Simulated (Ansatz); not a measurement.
Task: an active-space calculation of AlH3S, SMILES [AlH2][SH], with Ansatz 0.2.0 through its Python package. Give the script and its output. Settings: Hartree-Fock, cc-pVDZ basis, multiplicity 1.

| atom | x (Å) | y (Å) | z (Å) |
| --- | --- | --- | --- |
| Al | -0.5802 | 0.0681 | -0.1841 |
| S | 1.1915 | 0.3773 | 1.1232 |
| H | -1.7529 | -0.9939 | 0.1516 |
| H | -0.7444 | 1.0400 | -1.4938 |
| H | 1.9360 | -0.5651 | 0.3616 |

The script, `alh3s.py`:
```python
import ansatz as az


def main() -> None:
    system = (
        az.Crystal.molecule()
        .atom("Al", (-0.5802, 0.0681, -0.1841))
        .atom("S", (1.1915, 0.3773, 1.1232))
        .atom("H", (-1.7529, -0.9939, 0.1516))
        .atom("H", (-0.7444, 1.04, -1.4938))
        .atom("H", (1.936, -0.5651, 0.3616))
    )

    base = (
        system.calculation()
        .basis(gaussian="cc-pVDZ")
        .correlation(active_electrons=2, active_orbitals=3)
    )
    for method in [None]:
        r = (base if method is None else base.correlation(method)).run().report
        space = r["configurations"]
        state = space["states"][0]
        print(method or "casscf", f"total {r['free_energy_ev'] / 27.211386246:.6f} Ha, active-space state {state['energy']['hartree']:.6f} Ha, mean field {r['reference_energy_ev'] / 27.211386246:.6f} Ha")
        print("  determinants", state["n_determinants"], " natural occupations", [round(n, 3) for n in space["natural_occupations"]])


if __name__ == "__main__":
    main()
```

```console
$ python alh3s.py
casscf total -641.233814 Ha, active-space state -641.233814 Ha, mean field -641.212142 Ha
  determinants 9  natural occupations [1.968, 0.027, 0.005]
```

Total energies depend on the basis set; only differences at equal settings carry meaning. The geometry is a force-field or estimated start, not a minimum of this method, and the basis set is short of its limit. The active space starts as a window about the frontier orbitals and is then optimised, not chosen by chemistry. It ran for 2.3 s on 1 thread of Arm Neoverse V1, with other jobs on the host, peak memory 0.14 GiB.
